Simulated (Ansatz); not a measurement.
## A geometry optimisation of HOSi2− with r2SCAN-D4/def2-SVPD

The starting geometry of this gas-phase singlet was optimised with GFN2-xTB.

```xyz
4

O    -3.7102   -1.9546   -0.5249
Si   -3.1869   -0.9930    0.5560
Si   -2.8682   -1.6490    2.5922
H    -2.8763    0.4460    0.0264
```

Question: Predict what becomes of its bonds when it is optimised with r2SCAN-D4/def2-SVPD.

Answer: A new bond forms, giving a structure given below by its coordinates. Distances that change by over a tenth: Si2–H4 (1.56 → 1.93 Å). Contacts that close: Si3–H4 (3.31 → 1.61 Å).

The energy falls by 1.22 eV over 15 steps:

```
step  E − E(last) (eV)
   1             1.216
   3             1.041
   4             1.004
   6             0.936
   7             0.690
   9             0.115
  10             0.027
  12             0.002
  13             0.000
  15             0.000
```

Final geometry (Å):

```yaml
atoms:
  - { symbol: O, position_ang: [-3.8300, -1.9035, -1.0748] }
  - { symbol: Si, position_ang: [-3.3741, -1.5564, 0.3890] }
  - { symbol: Si, position_ang: [-2.7040, -0.8406, 2.3022] }
  - { symbol: H, position_ang: [-2.7335, 0.1500, 1.0333] }
```

Frequencies at the end are all real (lowest 209 cm⁻¹). Run with Ansatz 0.2.0, 67 s on 1 thread of AMD EPYC (Zen 3) (shared host).
